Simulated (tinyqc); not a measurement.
The integration grid: Kohn-Sham R2SCAN on finer and finer grids in the sto-6g basis, for NH, spin multiplicity 3. Computed by the program tinyqc with PySCF. Self-consistent on each grid; the net force on the molecule should vanish.

Geometry (angstrom):
```
atom       x       y       z
N     0.0000  0.0000  0.0000
H     0.0000  0.0000  1.0660
```

Kohn-Sham energy on Becke grids (radial x angular points per atom):
```
grid       points  residual of the electron count  E (hartree)  E - finest (mhartree)  largest net force without grid terms (hartree/bohr)
10 x 14       274                        3.10e-02   -54.999177              15.024847                                             3.57e-02
15 x 26       770                        1.39e-02   -55.011148               3.053468                                             9.20e-02
20 x 50      1986                        2.54e-04   -55.013273               0.928041                                             1.33e-02
30 x 86      5139                        3.32e-05   -55.014503              -0.301586                                             1.21e-02
50 x 194    19365                       -4.83e-07   -55.014296              -0.094973                                             1.01e-04
75 x 302    45248                        4.50e-08   -55.014174               0.027569                                             3.50e-04
120 x 590  141409                        3.38e-10   -55.014201               0.000000                                             3.20e-04
```

What does the comparison show, and why?

The energy is within 0.1 mhartree of the finest grid first at 50 x 194. The error has both signs, since quadrature is not variational. The electron count and the net force are cheap signs of a poor grid.
